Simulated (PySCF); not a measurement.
Gas-phase reaction: 4 (CH₃)₃SiH = 4 (CH₃)₂SiH₂ + C₄H₈ (trans-2-butene)

Method: PySCF energies (xtb for GFN2) plus ideal-gas RRHO corrections (1 bar). † marks an energy on the PBE0/def2-TZVP geometry and frequencies; other levels use their own. MP2 freezes the core. 6-31G* has spherical d functions here. All species are closed-shell singlets. B3LYP is the form with VWN-RPA correlation. MP2 isn't extrapolated to the basis-set limit; its ΔH°(298 K) is 211.9 kJ in def2-SVP and 250.0 kJ in def2-TZVPP. The harmonic model lacks anharmonicity and excited electronic states, which grow with temperature; levels with a mode under 35 cm⁻¹ are left out. Internal rotation in (CH₃)₃SiH, (CH₃)₂SiH₂, C₄H₈ (trans-2-butene) is treated as a harmonic vibration of one conformer, which makes the entropy rough.

| level | ΔE electronic, kJ | ΔH°(298 K), kJ | ΔS°(298 K), J/K | ΔG°(1400 K), kJ |
|---|---|---|---|---|
| B3LYP/def2-TZVP† | 222 | 202 | 155 | 5 |
| GFN2-xTB | 29 | 0 | 141 | -186 |
| HF/6-31G* | 204 | 186 | 158 | -15 |
| MP2/def2-SVP† | 231 | 212 | 155 | 15 |
| PBE/def2-SVP | 226 | 206 | 154 | 11 |
| ωB97M-V/def2-TZVP† | 264 | 245 | 155 | 48 |
ΔH° is lowest at GFN2-xTB and highest at ωB97M-V/def2-TZVP†. No reference value is set beside these.
